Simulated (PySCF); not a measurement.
## Computed spin Hamiltonian

Compound: C₅H₈ (charge +1 and doublet state).
SMILES with atom numbers: `[CH2:1][CH+:2][CH:3]1[CH2:4][CH2:5]1` (hydrogens: H6, H7 on C1; H8 on C2; H9 on C3; H10, H11 on C4; H12, H13 on C5)

Geometry (GFN2-xTB, Å), atoms numbered from 1 in this order:
```
atom  x, y, z in Å
C1     2.266    0.009   -0.178
C2     1.006   -0.170    0.325
C3    -0.171    0.171   -0.389
C4    -1.435    0.653    0.411
C5    -1.474   -0.676   -0.158
H6     2.431    0.423   -1.162
H7     3.139   -0.259    0.396
H8     0.890   -0.592    1.318
H9    -0.045    0.591   -1.380
H10   -1.938    1.475   -0.082
H11   -1.300    0.772    1.477
H12   -2.006   -0.861   -1.083
H13   -1.368   -1.536    0.488
```

The hyperfine couplings belong to this conformer and change with its torsions.

Method: PySCF, UKS B3LYP, pcH-1 on C H, non-relativistic, mean-field spin-orbit, GIAO. Isolated species at its GFN2-xTB geometry (one conformer only). Couplings are sensitive to structure, and on GFN2-xTB geometries they can be far from those on DFT ones, by a factor of two or more for some ions and for spin on atoms past the first row. No stability test was run, so a lower SCF solution isn't excluded.

```
g1, g2, g3        : 2.00250, 2.00313, 2.00360
g_iso             : 2.00308
Form of g         : rhombic: the two nearest values differ by 43 % of g3 − g1
⟨S²⟩              : 0.7580 (exact 0.7500)
α and β electrons : 19, 18
Total energy      : -195.00106 Eh
```

Isotropic coupling and dipolar principal values T1 to T3, in MHz; ρ(0) is the spin density at the nucleus:

```
atom  isotope  a_iso     T1     T2    T3  Mulliken spin population  ρ(0) (bohr⁻³)
  C1      13C   41.5  -46.1  -45.5  91.6                      0.58         0.0369
  C2      13C  -17.2   -9.2   -4.1  13.3                      0.05        -0.0153
  C3      13C    6.3  -23.0  -21.1  44.1                      0.19         0.0056
  C4      13C    4.9  -13.1  -12.3  25.4                      0.11         0.0043
  C5      13C    4.9  -13.1  -12.3  25.5                      0.11         0.0043
  H6       1H  -36.9  -20.4   -3.5  23.9                     -0.02        -0.0083
  H7       1H  -38.1  -21.7   -3.0  24.7                     -0.03        -0.0085
  H8       1H   -5.1   -4.6   -4.2   8.8                      0.00        -0.0011
  H9       1H  -15.4   -6.8   -4.3  11.1                     -0.01        -0.0035
 H10       1H   28.6   -7.0   -0.9   7.9                      0.01         0.0064
 H11       1H    2.4   -6.9   -0.3   7.2                      0.00         0.0005
 H12       1H   28.6   -7.0   -0.9   8.0                      0.01         0.0064
 H13       1H    2.3   -6.9   -0.3   7.2                      0.00         0.0005
```

The largest Mulliken spin populations are on C1 (+0.58), C3 (+0.19), C5 (+0.11) and C4 (+0.11). The angles at C1 add up to 360.0°, so it is planar.

C1, the radical centre as drawn in `[CH2][CH+]C1CC1`, holds a spin population of +0.58 out of 1.

Axes: g1 points within 1° of the C4–C5 bond and g3 points within 9° of the C3–H9 bond.

Under fast tumbling the dipolar parts average out, and these isotropic splittings remain: 1 × 1H (H7, I = 1/2, 2 lines) with 1.36 mT, 1 × 1H (H6, I = 1/2, 2 lines) with 1.32 mT, 2 × 1H (H10/H12, I = 1/2, 3 lines) with 1.02 mT, 1 × 1H (H9, I = 1/2, 2 lines) with 0.55 mT, 1 × 1H (H8, I = 1/2, 2 lines) with 0.18 mT and 2 × 1H (H11/H13, I = 1/2, 3 lines) with 0.08 mT.

H6 and H7 aren't averaged: C1 is flat or nearly so (angle sum 360°), and its turn about the short C1–C2 bond (1.37 Å) is taken as slow.

The 13C coupling of C1 (41.5 MHz) shows only in satellite lines or after enrichment, since that isotope makes up about 1.07 % of natural carbon.

Examples of negative spin density at the nucleus (bohr⁻³): C2 (-0.0153), H7 (-0.0085) and H6 (-0.0083).
